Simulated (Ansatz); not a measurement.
**C3H10N2: small, medium and large basis sets**

How large a basis does C3H10N2 need? Two functionals are run in growing sets.

Computed with Ansatz 0.2.0, Gaussian basis. Level: one geometry, several basis sets.

The runs, in order: PBE0-D4/def2-SVP; ωB97M-V/def2-SVP; PBE0-D4/def2-QZVPP; ωB97M-V/def2-QZVPP; the functionals' def2-TZVPP values are taken from earlier runs.

### Step 1. The relaxed structure

All runs share one geometry, relaxed beforehand with PBE0-D4 in a triple-zeta def2 set.

SMILES `CNCCN`, 15 atoms, charge 0, spin multiplicity 1.

Atoms are counted from 1 here; the program's logs count them from 0.

Bond lengths: C1–N2 1.445 Å, C1–H6 1.092 Å, C1–H7 1.094 Å, C1–H8 1.103 Å, N2–C3 1.448 Å, N2–H9 1.013 Å, C3–C4 1.521 Å, C3–H10 1.106 Å, C3–H11 1.097 Å, C4–N5 1.451 Å, C4–H12 1.094 Å, C4–H13 1.098 Å, N5–H14 1.015 Å, N5–H15 1.013 Å. Angles: N2–C1–H6 109.9°, N2–C1–H7 109.5°, N2–C1–H8 114.0°, H6–C1–H7 107.6°, H6–C1–H8 108.2°, H7–C1–H8 107.4°, C1–N2–C3 113.6°, C1–N2–H9 109.7°, C3–N2–H9 109.2°, N2–C3–C4 110.5°, N2–C3–H10 112.8°, N2–C3–H11 107.8°, C4–C3–H10 109.8°, C4–C3–H11 109.2°, H10–C3–H11 106.5°, C3–C4–N5 115.2°, C3–C4–H12 109.4°, C3–C4–H13 108.7° and more.

### Step 2. PBE0-D4 in def2-SVP

File in.yaml:

```yaml
crystal:
  periodic: [false, false, false]
  atoms:
    - {symbol: C, position_ang: [-1.454873, -0.014647, 1.577424]}
    - {symbol: N, position_ang: [-0.313904, 0.384269, 0.784642]}
    - {symbol: C, position_ang: [0.169866, -0.655756, -0.099157]}
    - {symbol: C, position_ang: [1.280240, -0.122316, -0.991457]}
    - {symbol: N, position_ang: [0.901162, 0.976976, -1.859337]}
    - {symbol: H, position_ang: [-1.734410, 0.791628, 2.258587]}
    - {symbol: H, position_ang: [-2.308016, -0.201855, 0.919405]}
    - {symbol: H, position_ang: [-1.290048, -0.928071, 2.172920]}
    - {symbol: H, position_ang: [0.439585, 0.680327, 1.394230]}
    - {symbol: H, position_ang: [0.523139, -1.551119, 0.445181]}
    - {symbol: H, position_ang: [-0.671022, -0.981664, -0.723966]}
    - {symbol: H, position_ang: [1.677332, -0.937566, -1.603026]}
    - {symbol: H, position_ang: [2.111943, 0.211107, -0.357131]}
    - {symbol: H, position_ang: [0.378619, 1.651687, -1.310592]}
    - {symbol: H, position_ang: [0.268588, 0.646101, -2.578523]}
basis:
  gaussian: {orbitals: def2-SVP}
hamiltonian: {xc: pbe0, dispersion: d4}
output: {orbitals: {seedname: orbitals}}
```

The runs that follow: ωB97M-V in def2-SVP; PBE0-D4 in def2-QZVPP; ωB97M-V in def2-QZVPP.

Before running them: what should the planned runs give, taken together? Wanted: PBE0-D4: double and triple zeta above quadruple; ωB97M-V: double and triple zeta above quadruple.

**Answer**, as computed:

| quantity | value |
| --- | --- |
| PBE0-D4: double and triple zeta above quadruple | 7.42, 0.38 eV |
| ωB97M-V: double and triple zeta above quadruple | 7.77, 0.37 eV |

In words: For PBE0-D4 the step from double to triple zeta gains 7.04 eV and the next only 0.38 eV. These are total energies; as a rule much of such shifts cancels in differences, which this series doesn't test. The LUMO of ωB97M-V is positive and keeps falling with the basis (3.44 to 1.82 eV): an unbound level that the basis holds in place.
